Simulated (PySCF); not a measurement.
Compound: Al(H2S)H3.
Geometry (PBE0-D3(BJ)/def2-SVP, Å), atoms numbered from 1 in this order:
```xyz
7
AlH5S angstrom
Al     0.1265   -0.2162   -1.0861
S      0.1409   -0.2355    1.4885
H      0.5227    1.0456    1.6905
H     -1.1657    0.0457    1.6923
H      1.7169   -0.1985   -1.2464
H     -0.6749    1.1539   -1.2940
H     -0.6664   -1.5950   -1.2447
```

The closed-shell ground state was solved at several levels (PySCF, density fitting, gas phase, non-relativistic).

```csv
level,basis functions,total energy (Eh),HOMO (eV),LUMO (eV),gap (eV),dipole (D)
PBE/pcSseg-1 (pcSseg-2 on Al),92,-643.2729,-6.56,-1.47,5.09,3.85
wB97X-D/def2-SVPD,91,-643.4040,-9.74,0.89,10.63,3.59
B3LYP/pcSseg-1 (pcSseg-2 on Al),92,-643.6471,-7.63,-0.80,6.83,3.81
```

Problem. Estimate the row for PBE0/pcSseg-1 (pcSseg-2 on Al), a basis of 92 functions; the other rows only guide the guess.

Solution. Total energy -643.3319 Eh, HOMO -7.83 eV, LUMO -0.52 eV, gap 7.31 eV, dipole 3.85 D.

Problem. Over all these levels, which gives the widest orbital gap and which the narrowest?

Solution. wB97X-D/def2-SVPD (range-separated hybrid) has the widest, 10.63 eV, and PBE/pcSseg-1 (pcSseg-2 on Al) (GGA) the narrowest, 5.09 eV. Functional and basis both differ between the two, so the spread mixes both effects.

Problem. In the pcSseg-1 (pcSseg-2 on Al) basis, how does the gap go with the fixed share of exact exchange?

Solution. PBE (0 %) 5.09 eV; B3LYP (20 %) 6.83 eV; PBE0 (25 %) 7.31 eV. Each rise in the share widens the gap here.

Problem. How far do the dipole and the HOMO energy spread over the levels?

Solution. The dipole runs from 3.59 to 3.85 D (mean 3.77 D) and the HOMO from -9.74 to -6.56 eV.

The pairwise dispersion term of wB97X-D wasn't added to the energies; at a given geometry it leaves orbitals and properties as they are.
